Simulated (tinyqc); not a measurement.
Worked calculation: UHF in the sto-6g basis, for CH+, spin multiplicity 1. One step of it, computed by the program tinyqc.

Task: Orthogonalisation. S = U s U^T; symmetric (Loewdin) form X = U s^(-1/2) U^T, so that X^T S X = 1.

overlap S, lower triangle:
```
           1C 1s     1C 2s    1C 2px    1C 2py    1C 2pz     2H 1s
1C 1s   1.000000
1C 2s   0.243228  1.000000
1C 2px  0.000000  0.000000  1.000000
1C 2py  0.000000  0.000000  0.000000  1.000000
1C 2pz  0.000000  0.000000  0.000000  0.000000  1.000000
2H 1s   0.042504  0.391813  0.000000  0.000000  0.399705  1.000000
```

Give: eigenvalues of S; X.

Result:

eigenvalues of S: 0.4241  0.8216  1.0000  1.0000  1.1530  1.6013

X, lower triangle:
```
          1C 1s    1C 2s  1C 2px  1C 2py   1C 2pz   2H 1s
1C 1s    1.0242
1C 2s   -0.1344   1.1024
1C 2px   0.0000   0.0000  1.0000
1C 2py   0.0000   0.0000  0.0000  1.0000
1C 2pz  -0.0080   0.0789  0.0000  0.0000   1.0787
2H 1s    0.0212  -0.2526  0.0000  0.0000  -0.2527  1.1552
```
